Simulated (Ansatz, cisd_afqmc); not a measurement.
System: C$_{2}$HO, charge 0, doublet. C2HO (SMILES C(=[CH])=O, doublet).
B3LYP-D3(BJ)/def2-TZVP minimum from Ansatz (an electronic-structure program):
```xyz
4

C      0.2424    -0.1985    -1.2225
C     -0.0383    -0.0128     0.0205
H     -0.2306    -0.6396    -2.0763
O     -0.1243     0.2384     1.1610
```
Charge 0, spin multiplicity 2.

Total energies in cc-pVDZ, 15 correlated electrons, 3 frozen orbitals. Open shells are spin-unrestricted; no spin-orbit coupling. Correlated methods leave the cores frozen. No relativity. The Monte Carlo rows (phaseless AFQMC, CISD trial, step 0.005/hartree) carry one-sigma bars that omit the constraint's bias. Outlying blocks are dropped, and bars are widened where a walk drifts. Over all cases where full CI ran beside it in this data, AFQMC minus full CI had a median of +0.1 mEh and passed +0.4 mEh in a tenth of the cases. The UHF reference of C2HO ([CH]=C=O, doublet) is spin-contaminated (<S^2> up to 0.07 over the pure value in the sets run).

| method | program | energy (Eh) | minus CCSDT(Q) (mEh) |
|---|---|---|---|
| HF | Ansatz | -151.09750 | 443.19 |
| MP2 | Ansatz | -151.50157 | 39.12 |
| CCSD | Ansatz | -151.52046 | 20.23 |
| CCSD(T) | Ansatz | -151.53755 | 3.13 |
| CCSDT(Q) | Ansatz | -151.54068 | 0.00 |
| AFQMC/CISD | cisd_afqmc | -151.5401 ± 0.0004 | 0.6 ± 0.4 |

Rough core times of Ansatz's runs on a shared machine: CCSD(T) under 20 s, CCSDT(Q) 2 min.
